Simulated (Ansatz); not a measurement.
A structure relaxed at r2SCAN-D4/def2-SVP in Ansatz, charge 0, singlet:

```csv
atom,x (Å),y (Å),z (Å)
P1,0.5718,1.4971,0.3849
P2,-1.2725,0.8336,-0.7788
P3,0.1769,-0.8009,-1.4296
P4,0.8755,-0.7202,0.7215
H5,-0.0929,1.8003,1.6169
H6,-1.8204,0.0686,0.3092
H7,-0.7293,-1.9033,-1.3076
H8,2.2909,-0.7754,0.4835
```

(1) Give its formula, name or SMILES and point group.

(2) Summarise the bond lengths by kind (pairs closer than 1.2 times the sum of covalent radii, bridged metal pairs left out).

Results:

(1) cyclo-(PH)4 (P4H4). Point group Cs (tolerance 0.1 Å).

(2) 4 × P–P 2.26 to 2.28 Å; 4 × H–P 1.43 to 1.44 Å.
